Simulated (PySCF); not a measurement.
# MgB: changing the method

Starting from one script, swap the method and compare what comes out for MgB.

Computed with PySCF 2.14.0. Level: each script names its method and basis.

4 further runs of the same task are left out: 4 that didn't finish.

## (1) Starting geometry

MgB: 2 atoms, charge 0, spin multiplicity 2.

Bond lengths: Mg1–B2 2.495 Å.

## (2) The run that the others are compared with

Input file input.py:

```python
from pyscf import gto, scf, mcscf

mol = gto.M(
    atom='Mg 0 0 0; B 0 0 2.495',
    basis='aug-cc-pvdz',
    charge=0,
    spin=1,
    verbose=4,
)
mf = scf.ROHF(mol)
mf.kernel()
mc = mcscf.CASSCF(mf, 2, 1)
mc.kernel()
mc.analyze()
mf.dip_moment()
print('orbital energies (hartree):', mf.mo_energy[..., max(0, mol.nelec[1]-3):mol.nelec[0]+3].round(4))
```

Launch:

```console
> python input.py
```

The log of this run is left out.

Base result: E(SCF) = -224.127756 Eh, 12 cycles, E(CAS) − E(SCF) = 0.00000 Eh, μ = 1.43 D (of the SCF density).

The bond length is a typed value, not an optimised one.

## (3) RHF

Edit 1 changes SCF type: ROHF → RHF.

Input file input.py:

```python
from pyscf import gto, scf, mcscf

mol = gto.M(
    atom='Mg 0 0 0; B 0 0 2.495',
    basis='aug-cc-pvdz',
    charge=0,
    spin=1,
    verbose=4,
)
mf = scf.RHF(mol)
mf.kernel()
mc = mcscf.CASSCF(mf, 2, 1)
mc.kernel()
mc.analyze()
mf.dip_moment()
print('orbital energies (hartree):', mf.mo_energy[..., max(0, mol.nelec[1]-3):mol.nelec[0]+3].round(4))
```

Launch:

```console
> python input.py
```

## (4) TDA (UHF)

Edit 2 changes step after the SCF: casscf → tda; SCF type: ROHF → UHF; number of roots: none → 4.

Input file input.py:

```python
from pyscf import gto, scf, tdscf

mol = gto.M(
    atom='Mg 0 0 0; B 0 0 2.495',
    basis='aug-cc-pvdz',
    charge=0,
    spin=1,
    verbose=4,
)
mf = scf.UHF(mol)
mf.kernel()
td = tdscf.TDA(mf)
td.nstates = 4
td.kernel()
td.analyze()
mf.dip_moment()
print('orbital energies (hartree):', [e[max(0, n-3):n+3].round(4) for e, n in zip(mf.mo_energy, mol.nelec)])
```

## (5) Population analysis

Edit 3 changes step after the SCF: casscf → analyze.

Input file input.py:

```python
from pyscf import gto, scf

mol = gto.M(
    atom='Mg 0 0 0; B 0 0 2.495',
    basis='aug-cc-pvdz',
    charge=0,
    spin=1,
    verbose=4,
)
mf = scf.ROHF(mol)
mf.kernel()
mf.analyze()
print('orbital energies (hartree):', mf.mo_energy[..., max(0, mol.nelec[1]-3):mol.nelec[0]+3].round(4))
```

## (6) Active space 3 electrons in 2 orbitals

Edit 4 changes active space: 1 electrons in 2 orbitals → 3 electrons in 2 orbitals.

input.py: that of step 2 with these lines changed.

```diff
@@ -11,3 +11,3 @@
 mf.kernel()
-mc = mcscf.CASSCF(mf, 2, 1)
+mc = mcscf.CASSCF(mf, 2, 3)
 mc.kernel()
```

What does the calculation give? Wanted: for each run, E(SCF); from base; gap, α spin; SCF dipole; after the SCF.

As calculated:

```csv
run,E(SCF) (hartree),from base (eV),cycles,"gap, α spin (eV)",SCF dipole (D),after the SCF
base,-224.127756,0,12,n/a,1.43,n/a
RHF,-224.127756,0.0000,12,n/a,1.43,n/a
TDA (UHF),-224.131019,-0.0888,14,6.97,1.47,lowest root found 0.65 eV
population analysis,-224.127756,0.0000,12,n/a,1.43,n/a
active space 3 electrons in 2 orbitals,-224.127756,0.0000,12,n/a,1.43,CASSCF correlation 0.000 eV (this space leaves nothing to correlate)
```

In words: With RHF the SCF ends at the base energy.
